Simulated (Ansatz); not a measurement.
Relaxation of CH$_{8}$AlN (11 atoms, charge 0, multiplicity 1), to a largest force component of 0.03 eV/Å in at most 50 steps.

All numbers below come from RHF/def2-SVP (Ansatz 0.2.0).

```xyz
11
Properties=species:S:1:pos:R:3:forces:R:3
Al 0.041 -0.594 -0.348 0.14 -1.53 0.76
H -0.178 0.103 2.316 -0.17 1.55 0.54
H 1.357 0.262 -0.507 0.01 0.00 -0.01
C -1.701 -0.047 -1.069 -0.01 0.02 0.02
H -2.496 -0.759 -0.829 0.00 0.00 0.00
H -2.004 0.931 -0.679 0.00 -0.01 0.00
H -1.664 0.052 -2.159 0.01 0.00 0.00
N 0.188 -2.213 0.559 -0.01 1.14 -1.13
H -0.550 -2.887 0.630 0.00 -0.01 0.01
H 1.051 -2.614 0.878 -0.06 0.04 -0.03
H -0.112 -0.580 2.115 0.09 -1.19 -0.15
```

Where does it end, and by what steps?

The forces met the threshold. The force dipped under the threshold on the way, but the program's further checks kept it going. After 27 steps the energy has fallen by 0.293 eV; H2 moved furthest, 1.69 Å.

```
step  energy less start (eV)  largest force component (eV/Å)  accepted
   0                  0.0000                           1.546       yes
   1                 -0.1896                           0.893       yes
   2                 -0.2441                           0.421       yes
   3                 -0.2689                           0.144       yes
   4                 -0.2644                           0.353        no
   5                 -0.2727                           0.049       yes
   6                 -0.2746                           0.051       yes
   7                 -0.2757                           0.047       yes
   8                 -0.2763                           0.123       yes
   9                 -0.2770                           0.149       yes
  10                 -0.2778                           0.299       yes
  11                 -0.2794                           0.213       yes
  12                 -0.2814                           0.039       yes
  13                 -0.2833                           0.049       yes
  14                 -0.2833                           0.341       yes
  15                 -0.2865                           0.103       yes
  16                 -0.2878                           0.017       yes
  17                 -0.2892                           0.145       yes
  18                 -0.2897                           0.125       yes
  19                 -0.2910                           0.132       yes
  20                 -0.2916                           0.081       yes
  21                 -0.2921                           0.031       yes
  22                 -0.2923                           0.029       yes
  23                 -0.2925                           0.060       yes
  24                 -0.2926                           0.035       yes
  25                 -0.2928                           0.011       yes
  26                 -0.2928                           0.035        no
  27                 -0.2929                           0.010       yes
```

```xyz
11
Properties=species:S:1:pos:R:3
Al 0.036 -0.673 -0.801
H -0.103 -0.408 3.925
H 1.391 -0.077 -1.361
C -1.721 -0.106 -1.475
H -2.552 -0.617 -0.981
H -1.868 0.970 -1.340
H -1.809 -0.297 -2.550
N 0.166 -1.888 0.486
H -0.603 -2.365 0.918
H 1.028 -2.233 0.863
H -0.032 -0.652 3.223
```

Whether the end is a true minimum wasn't checked by a vibrational analysis.

The run took 43 s on 1 thread of Arm Neoverse V1, on a shared host, peak memory 0.14 GiB.
